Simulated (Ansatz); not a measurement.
**Basis-set limit of SiH2O, triplet**

```xyz
4

Si    0.0000   -0.1186    0.6062
O     0.0000    0.1621   -1.0273
H     0.0000    1.3666    0.9807
H     0.0000   -0.6354   -1.5633
```

Connectivity, by distances: SiH–OH.

Ansatz 0.2.0, UHF determinant, valence electrons correlated. Energies in eV.

```json
{"set": "def2-TZVPP", "X": "3", "functions": "101", "Hartree–Fock": "-9930.7071", "MP2 correlation": "-8.8526", "CCSD(T) correlation": "-9.6536", "time": "5.5 s on 1 × NVIDIA H100 80GB HBM3 with 1 thread of AMD EPYC 7R13 Processor (Zen 3), on a shared host"}
{"set": "def2-QZVPP", "X": "4", "functions": "187", "Hartree–Fock": "-9931.0697", "MP2 correlation": "-9.5752", "CCSD(T) correlation": "-10.3313", "time": "9 s on 1 × NVIDIA H100 80GB HBM3 with 1 thread of AMD EPYC 7R13 Processor (Zen 3), with other jobs on the host"}
```

Hartree–Fock is taken to follow E(X) = E∞ + A·exp(−7.88·√X), correlation E(X) = E∞ + B·X^−2.97.

Cautions: another spin lies lower.

Q: Work out the CCSD(T) energy at the limit, and how far the shortcut misses it that extrapolates MP2 and adds CCSD(T) minus MP2 from the smaller set.

A: Hartree–Fock: E∞ = E4 + 0.1377·(E4 − E3) = -9931.1197. Correlation: E∞ = E4 + 0.7407·(E4 − E3) = -10.8333 for CCSD(T) and -10.1104 for MP2. The limit is -9941.9530 eV, 0.552 eV below def2-QZVPP. The shortcut gives a correlation energy of -10.1104 + (-0.8010) = -10.9114, 78 meV lower than the direct value.

Past Ne part of the Hartree–Fock step between the two sets comes from the cores, which don't follow the formula, so the 50 meV that it adds to the total can overshoot; that part largely cancels in differences.
